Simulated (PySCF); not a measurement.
Ionisation energies (eV) were calculated with PySCF 2.14 by PBE, UHF, LDA, in another order, as differences of total energies without spin-orbit coupling. The measured values are between term centres (NIST).

```json
{"species": "C⁺ (aug-cc-pwCVQZ, non-relativistic)", "measured": "24.378", "A": "24.774", "B": "24.170", "C": "24.854"}
{"species": "F (aug-cc-pwCVQZ, non-relativistic)", "measured": "17.427", "A": "17.960", "B": "15.653", "C": "17.658"}
{"species": "Ne (aug-cc-pwCVQZ, non-relativistic)", "measured": "21.597", "A": "22.191", "B": "19.661", "C": "21.662"}
{"species": "Al⁺ (aug-cc-pwCVQZ, non-relativistic)", "measured": "18.829", "A": "18.892", "B": "17.520", "C": "18.758"}
{"species": "Si⁺ (aug-cc-pwCVQZ, non-relativistic)", "measured": "16.322", "A": "16.371", "B": "15.847", "C": "16.412"}
{"species": "P (aug-cc-pwCVQZ, non-relativistic)", "measured": "10.526", "A": "10.577", "B": "9.905", "C": "10.489"}
{"species": "Cl (aug-cc-pCVQZ-DK, spin-free X2C)", "measured": "12.974", "A": "13.185", "B": "11.746", "C": "12.954"}
{"species": "Zn (aug-cc-pwCVQZ-PP with ECP10MDF, ECP)", "measured": "9.394", "A": "9.903", "B": "7.780", "C": "9.556"}
```

Problem. Which column is which method?

Solution. A is LDA (mean error 0.30 eV); B is UHF (mean error -1.15 eV); C is PBE (mean error 0.11 eV). LDA overbinds the outer electron and comes out highest. Hartree-Fock lacks the correlation of the electron removed and comes out lowest. PBE, with gradient corrections, lies close to experiment on average, with errors of both signs.
